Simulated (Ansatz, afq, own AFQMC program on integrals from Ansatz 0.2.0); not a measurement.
Where AFQMC and coupled cluster stand for CH$_{5}$GaN, doublet

```xyz
8

Ga   -0.2222    0.0874   -1.6282
C    -1.5087   -1.3084   -1.0104
N    -0.4085    1.7723   -0.9432
H    -2.2115   -0.8737   -0.2821
H    -0.9651   -2.1414   -0.5403
H    -2.0722   -1.7066   -1.8674
H     0.1843    2.5578   -1.1835
H    -1.1207    2.0402   -0.2706
```

Basis def2-SVP. Noble-gas cores (and the filled d shells of Ga–Kr and In–Xe) are frozen. AFQMC by an in-house program on the Cholesky factors that Ansatz 0.2.0 writes for its CCSD(T) run. The CISD trial takes its coefficients from CCSD amplitudes. Released means that phaseless walkers are propagated on without the constraint, phases kept. Error bars are statistical, one sigma. No spin–orbit coupling.

Determinant: UHF, the one that the program's search chose, which needn't be the lowest solution. The geometry is a PBE0/def2-SVP stationary point of this or a neighbouring charge and spin state.

No full CI on the walks' own integrals is used here. The released AFQMC energy serves as the reference, which it does only where one determinant dominates, the energy is flat over the last release times and near the phaseless one (40 meV or 2 meV an electron, half that with transition metals). On small molecules, where full CI could be run and the noise was under 10 meV, such values lay within 10 meV of it in 19 cases of 20, a flattering rate, since the rule was set on those same cases; what remains of the bias isn't in the error bar.

Cautions: no relativity below Rb; no spin-orbit coupling; inner d shell frozen; the released value is read at 1.50 1/Eh (meV from the phaseless value at times in 1/Eh: -6 ± 4 at 0.24, -1 ± 4 at 0.51, -8 ± 4 at 0.99, -8 ± 7 at 1.50).

```
T1 diagnostic                               : 0.0157
weight of the determinant in the CISD state : 0.853
⟨S²⟩ of the determinant                     : 0.756
size of the correlated space                : 17 electrons in 69 orbitals
```

Estimate: order these by the size of their error in total energy against AFQMC with the constraint released, smallest first.
A. CCSD(T)
B. CCSD
C. MP2
D. phaseless AFQMC with a CISD trial

D (0.8 ± 0.8 kJ/mol), A (5.5 ± 0.6 kJ/mol), B (35.6 ± 0.6 kJ/mol), C (122.7 ± 0.6 kJ/mol).

Reference: AFQMC with the constraint released, correlation energy -11.382 ± 0.007 eV.

Released energies are given only where the last usable release times agree within the noise; a slower fall can still hide under it.
